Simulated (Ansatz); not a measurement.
Computed with Ansatz on PBE0-D4/def2-TZVP structures; ΔE is electronic, products minus reactants. CCSD(T)/CBS is the MP2 limit (def2-TZVPP, def2-QZVPP) plus CCSD(T) − MP2 in def2-TZVPP, frozen cores. Functionals use def2-TZVPP. B3LYP here is the variant with VWN-RPA as its local correlation; programs differ in this. One conformer a species, not always the lowest.

`FCC1(F)CC1` → `C/C(F)=C(/C)F`  (isomerisation)

`FCC1(F)CC1`:

Cartesian coordinates in Å:
```
F -0.235 -1.132 1.674
C -1.068 -0.284 0.978
C -0.342 0.288 -0.204
F -1.186 1.128 -0.883
C 1.090 0.663 -0.159
C 0.619 -0.498 -1.010
H -1.388 0.518 1.650
H -1.943 -0.852 0.647
H 1.366 1.574 -0.674
H 1.644 0.445 0.745
H 0.855 -1.503 -0.683
H 0.588 -0.347 -2.082
```

`C/C(F)=C(/C)F`:

```xyz
12

C     0.707   -1.786    0.382
C     0.467   -0.438   -0.172
F     1.330   -0.088   -1.150
C    -0.467    0.438    0.172
C    -0.707    1.786   -0.382
F    -1.330    0.088    1.150
H     1.714   -1.852    0.803
H     0.624   -2.542   -0.404
H    -0.018   -2.009    1.163
H    -0.624    2.542    0.404
H    -1.714    1.852   -0.803
H     0.018    2.009   -1.163
```

| level | ΔE (kJ/mol) | difference from CCSD(T)/CBS |
| --- | --- | --- |
| r2SCAN-D4 | -54.6 | -3.0 |
| B2PLYP | -57.4 | -5.8 |
| r2SCAN | -54.6 | -3.0 |
| B3LYP | -64.4 | -12.8 |
| SCS-MP2/def2-TZVPP | -46.1 | 5.5 |
| CCSD(T)/def2-TZVPP | -50.1 | 1.5 |
| HF/def2-QZVPP | -52.0 | -0.4 |
| MP2/def2-QZVPP | -43.6 | 8.0 |
| SCS-MP2/def2-QZVPP | -47.1 | 4.5 |
| HF/CBS(def2) | -52.1 | -0.5 |
| CCSD(T)/CBS | -51.6 | 0 |

Largest T1 diagnostic among the species: 0.011.

From PBE to PBE0 (25 % exact exchange), in def2-TZVPP and without D4, ΔE moves by +10.3 kJ/mol.
